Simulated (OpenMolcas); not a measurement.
**SiH3 (silyl radical) at 6 levels**

Aim: a comparison of 6 runs (UB3LYP/6-31G*, U-r2SCAN/cc-pVTZ, UB3LYP/cc-pVTZ, UBHLYP/cc-pVTZ, UBLYP/cc-pVTZ, UTPSS/cc-pVTZ) of SiH3 (silyl radical). 

The calculation is run with OpenMolcas 26.06.

### Step 1. Starting point

SiH3 has 4 atoms, charge 0, and is taken as a doublet. As SMILES, `[SiH3]`. The shape is that of a PBE0-D4/def2-TZVP optimisation.

Bond lengths: Si1–H2 1.486 Å, Si1–H3 1.486 Å, Si1–H4 1.486 Å. Angles: H2–Si1–H3 111.2°, H2–Si1–H4 111.2°, H3–Si1–H4 111.2°.

### Step 2. Energy and forces at UB3LYP/6-31G(d) (spherical functions) (run 1)

run.inp

```
&GATEWAY
 BASLIB = $CurrDir
 COORD
 4
 angstrom
 Si       0.293780      -0.026900      -0.164030
 H        0.559150       0.665300       1.123900
 H       -0.224040      -1.401650       0.060130
 H       -0.628890       0.763250      -1.019990
 BASIS = 6-31Gs
 GROUP = NoSym

&SEWARD
 GRIDINPUT
 Grid=UltraFine
 End of Grid

&SCF
 UHF
 SPIN = 2
 KSDFT = B3LYP
 THRESHOLDS = 1e-10 1e-07 1e-07 1e-05
 PRORBITALS = 1 1

&ALASKA
```

The basis set 6-31G* is read from a file made from the Basis Set Exchange's data (not shown).

Command:

```
export MOLCAS_MEM=1860
pymolcas run.inp > run.log
```

What it wrote:

```text
--- Start Module: gateway ---
[...]
--- Stop Module: gateway /rc=_RC_ALL_IS_WELL_ ---
[...]
      Basis functions           24
[...]
--- Start Module: scf ---
[...]
       Convergence after  10 Iterations
[...]
::    Total KS-DFT energy                            -291.2305193242
[...]
      Total spin, S                                     0.5006979255
[...]
      Total electronic charge=   17.000000
      Total            charge=   -0.000000
[...]
      Dipole Moment (debye):
      Origin of the operator (angstrom)=    0.2556   -0.0234   -0.1427
                   X=  1.4538E-02               Y= -1.3333E-03               Z= -8.1342E-03           Total=  1.6712E-02
      Quadrupole Moment (debye*angstrom):
[...]
--- Stop Module: scf /rc=_RC_ALL_IS_WELL_ ---
[...]
--- Start Module: alaska ---
[...]
 *              Molecular gradients               *
 **************************************************
  Irreducible representation: a
 ------------------------------------------------------------------------------------------
                              X                       Y                       Z
 ------------------------------------------------------------------------------------------
  SI1              -1.69485265184877E-03    1.56791629197073E-04    9.47514047665576E-04
  H2                2.12000266197498E-04   -4.04230927302685E-04   -8.86951605703512E-04
  H3                6.33523654812063E-04    7.04145373428666E-04   -3.19442490385624E-04
  H4                8.49328730836874E-04   -4.56706075321778E-04    2.58880048424670E-04
 ------------------------------------------------------------------------------------------
--- Stop Module: alaska /rc=_RC_ALL_IS_WELL_ ---
[...]
```

Run time: 6 s. Hardware: 1 thread of Arm Neoverse V2, shared host; peak memory 0.37 GiB.

### Step 3. Energy and gradient at U-r2SCAN/cc-pVTZ (run 2)

calc.input

```
>>> EXPORT MOLCAS_PRINT=2

&GATEWAY
 BasLib=$CurrDir
 Coord
 4
 angstrom
 Si       0.293780      -0.026900      -0.164030
 H        0.559150       0.665300       1.123900
 H       -0.224040      -1.401650       0.060130
 H       -0.628890       0.763250      -1.019990
 Basis=cc-pVTZ
 Group=NoSym

&SEWARD
 GridInput
 Grid=UltraFine
 End of Grid

&SCF
 UHF
 Spin=2
 KSDFT=2
 1.0 MGGA_X_R2SCAN
 1.0 MGGA_C_R2SCAN
 Thresholds=1e-10 1e-07 1e-07 1e-05
 PrOrbitals=1 1

&ALASKA
```

The basis set cc-pVTZ is read from a file made from the Basis Set Exchange's data (not shown).

Command:

```
export MOLCAS_MEM=1860
pymolcas calc.input > calc.log
```

What it wrote:

```text
--- Start Module: gateway ---
[...]
--- Stop Module: gateway /rc=_RC_ALL_IS_WELL_ ---
[...]
      Basis functions           76
[...]
--- Start Module: scf ---
[...]
       Convergence after  12 Iterations
[...]
::    Total KS-DFT energy                            -291.2103859866
[...]
      Total spin, S                                     0.5026241670
[...]
      Total electronic charge=   17.000000
      Total            charge=   -0.000000
[...]
      Dipole Moment (debye):
      Origin of the operator (angstrom)=    0.2556   -0.0234   -0.1427
                   X=  4.0943E-02               Y= -3.7328E-03               Z= -2.2898E-02           Total=  4.7059E-02
      Quadrupole Moment (debye*angstrom):
[...]
--- Stop Module: scf /rc=_RC_ALL_IS_WELL_ ---
[...]
--- Start Module: alaska ---
[...]
 *              Molecular gradients               *
 **************************************************
  Irreducible representation: a
 ------------------------------------------------------------------------------------------
                              X                       Y                       Z
 ------------------------------------------------------------------------------------------
  SI1              -3.06816862059582E-02    2.82753568405142E-03    1.70931999136439E-02
  H2               -1.18080873325229E-02   -2.29478379455004E-02   -4.15768062447555E-02
  H3                1.44591267209757E-02    4.64075388569642E-02   -5.90138743029511E-03
  H4                2.80306468175020E-02   -2.62872365955062E-02    3.03849937614147E-02
 ------------------------------------------------------------------------------------------
--- Stop Module: alaska /rc=_RC_ALL_IS_WELL_ ---
[...]
```

It took 30 s on 1 thread of Arm Neoverse V2, shared host; peak memory 0.43 GiB.

Runs 3 to 5 aren't shown in full; the table further down has their settings and results.

### Step 4. Energy and forces at UTPSS/cc-pVTZ (run 6)

run.input

```
* H3Si Kohn-Sham DFT
&gateway
baslib = $CurrDir
basisset
Si.cc-pVTZ....
Si1 0.293780 -0.026900 -0.164030 angstrom
End of Basis
basisset
H.cc-pVTZ....
H2 0.559150 0.665300 1.123900 angstrom
H3 -0.224040 -1.401650 0.060130 angstrom
H4 -0.628890 0.763250 -1.019990 angstrom
End of Basis
&seward
gridinput
Grid=UltraFine
End of Grid
&scf
uhf
spin = 2
ksdft = 2
1.0 MGGA_X_TPSS
1.0 MGGA_C_TPSS
thresholds = 1e-10 1e-07 1e-07 1e-05
prorbitals = 1 1
&alaska
```

The basis set cc-pVTZ is read from a file made from the Basis Set Exchange's data (not shown).

Command:

```
export MOLCAS_MEM=1860
pymolcas run.input > run.log
```

What it wrote:

```text
--- Start Module: gateway ---
[...]
--- Stop Module: gateway /rc=_RC_ALL_IS_WELL_ ---
[...]
      Basis functions           76
[...]
--- Start Module: scf ---
[...]
       Convergence after  13 Iterations
[...]
::    Total KS-DFT energy                            -291.2704828705
[...]
      Total spin, S                                     0.5013688216
[...]
      Total electronic charge=   17.000000
      Total            charge=   -0.000000
[...]
      Dipole Moment (debye):
      Origin of the operator (angstrom)=    0.2556   -0.0234   -0.1427
                   X=  4.4631E-03               Y= -4.1080E-04               Z= -2.5105E-03           Total=  5.1371E-03
      Quadrupole Moment (debye*angstrom):
[...]
--- Stop Module: scf /rc=_RC_ALL_IS_WELL_ ---
[...]
--- Start Module: alaska ---
[...]
 *              Molecular gradients               *
 **************************************************
  Irreducible representation: a
 ------------------------------------------------------------------------------------------
                              X                       Y                       Z
 ------------------------------------------------------------------------------------------
  SI1              -1.50886434367328E-02    1.38745510655552E-03    8.43031766475089E-03
  H2               -3.49284246606485E-03   -8.97635753879644E-03   -1.66789962582130E-02
  H3                6.66371453198633E-03    1.78339885425731E-02   -2.88312368579680E-03
  H4                1.19177713708067E-02   -1.02450861103329E-02    1.11318022792548E-02
 ------------------------------------------------------------------------------------------
--- Stop Module: alaska /rc=_RC_ALL_IS_WELL_ ---
[...]
```

Run time: 33 s. Hardware: 1 thread of Arm Neoverse V2, shared host; peak memory 0.43 GiB.

### Step 5. The series

```tsv
run	level	energy (Eh)	dipole moment (D)	HOMO energy (eV)	LUMO energy (eV)	wall time
1	UB3LYP/6-31G* (spherical functions)	-291.230519	0.02	-6.02	-2.85	6 s
2	U-r2SCAN/cc-pVTZ	-291.210386	0.05	-5.68	-2.95	30 s
3	UB3LYP/cc-pVTZ	-291.265164	0.05	-6.10	-2.94	21 s
4	UBHLYP/cc-pVTZ	-291.238519	0.06	-7.26	-1.73	22 s
5	UBLYP/cc-pVTZ	-291.229761	0.05	-5.07	-3.53	19 s
6	UTPSS/cc-pVTZ	-291.270483	0.01	-5.45	-3.46	33 s
```

### Step 6. Results

```
                                 quantity          value
                      run 6: total energy  -291.27048 Eh
                     run 6: dipole moment         0.01 D
run 6: HOMO energy (highest over α and β)       -5.45 eV
 run 6: LUMO energy (lowest over α and β)       -3.46 eV
                              run 6: ⟨S²⟩          0.753
```

**Reading.** The dipole moment (its size) runs from 0.01 D (UTPSS/cc-pVTZ) to 0.06 D (UBHLYP/cc-pVTZ). Totals of different functionals can't be ranked against each other. All runs together took 2.2 min, the longest 33 s.
